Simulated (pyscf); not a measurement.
A first-order saddle from PySCF, ωB97X-D3(BJ)/def2-SVP:

```xyz
9

F      0.2351     0.5343     1.2637
Si    -1.2996    -0.3182     0.1502
F     -2.3677    -0.8727    -0.9804
H     -2.1575     0.6066     0.9164
H     -0.7482    -1.5887     0.6598
N     -0.1224     0.5704    -0.9682
H      0.4262     0.7914     0.1425
H      0.3636    -0.0263    -1.6383
H     -0.5265     1.3591    -1.4741
```

Surface: singlet, charge 0. Lowest wavenumbers (cm⁻¹): 751i, 208, 262, 301, 461.

Q: Name the species on either side of this saddle.

A: F–SiH₂–F (SMILES F[SiH2]F) + NH₃ (SMILES N) ⇌ HF (SMILES F) + H₂N–SiH₂–F (SMILES N[SiH2]F), a four-centre exchange read from left to right: F–Si, H–N broken and F–H, N–Si formed. At CCSD(T)/def2-TZVPP + ΔMP2(QZVPP) it lies +25.4 kcal/mol from the left side and +6.7 kcal/mol from the right (each side as separated species at their lowest minima found). On the reactant side the descent ends in an adduct with a N–Si contact, 1.3 kcal/mol over the separated species and 20.3 kcal/mol under the saddle at ωB97X-D3(BJ)/def2-TZVP. On the product side the descent ends in a bound adduct, 8.6 kcal/mol under the separated species and 11.6 kcal/mol under the saddle at ωB97X-D3(BJ)/def2-TZVP. What is counted as formed (N–Si) is already present as a longer contact in the reactant adduct; forming that adduct is a step of its own. At ωB97X-D3(BJ) the barrier from the zero used here is 21.5 kcal/mol. One saddle was located; it need not be the lowest between these sides. The CCSD(T) − MP2 part came from Ansatz, without density fitting, on the same reference.
